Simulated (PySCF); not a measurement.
CHN, SMILES [NH+]#[C-].

Geometry optimised at B3LYP-D3(BJ)/def2-TZVPD.

Two levels are set side by side: PBE/def2-TZVPD (PySCF) and B3LYP/def2-TZVPD (PySCF). Same geometry, gas phase. Differences are taken from unrounded values.

| quantity | PBE |
|---|---|
| orbital gap (eV) | 6.71 |
| highest occupied level (eV) | -7.57 |
| lowest empty level (eV) | -0.86 |
| dipole moment (D) | 3.12 |
| mean polarisability (bohr³) | 18.7 |

Problem. These are the PBE values. What does B3LYP give? (An estimate is asked for; the answer gives what the named calculation found.)

Solution. 
```csv
quantity,B3LYP,PBE minus B3LYP
orbital gap (eV),8.96,-2.25
highest occupied level (eV),-8.96,1.39
lowest empty level (eV),0.00,-0.86
dipole moment (D),3.07,0.06
mean polarisability (bohr³),18.3,0.4
```

Without exact exchange PBE keeps part of each electron's self-repulsion, which lifts occupied levels and narrows the gap. Differences between two approximate levels are no errors against the true value.

Rough cost on one machine, each run with all the roots and properties that it gave: B3LYP against PBE within a factor of 2.
